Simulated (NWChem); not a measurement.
## Lowest excitation of chlorine (Cl$_{2}$)

```
Cl
Cl 1 2.0255
```
Charge 0, spin multiplicity 1.

The numbers come from NWChem runs, not from measurements. All single points use one geometry, from PBE0/def2-SVP, a minimum by its harmonic frequencies.

Basis set: aug-cc-pVDZ. CR-EOMCCSD(T) is the triples correction to the same EOM-CCSD root.

```csv
method,lowest vertical singlet excitation energy (eV),difference from EOM-CCSD
TD-PBE,3.20,-0.50
TD-B3LYP,3.31,-0.39
CIS,4.03,+0.33
TD-BHandHLYP,3.52,-0.18
CR-EOMCCSD(T),3.54,-0.15
EOM-CCSD,3.70,0.00
```

The values span 0.83 eV, from TD-PBE (lowest) to CIS (highest). 

The correlated methods keep 10 core orbitals frozen. B3LYP has NWChem's definition, with VWN1-RPA local correlation. No row is a measurement; the coupled-cluster row has its own basis-set and correlation limits.
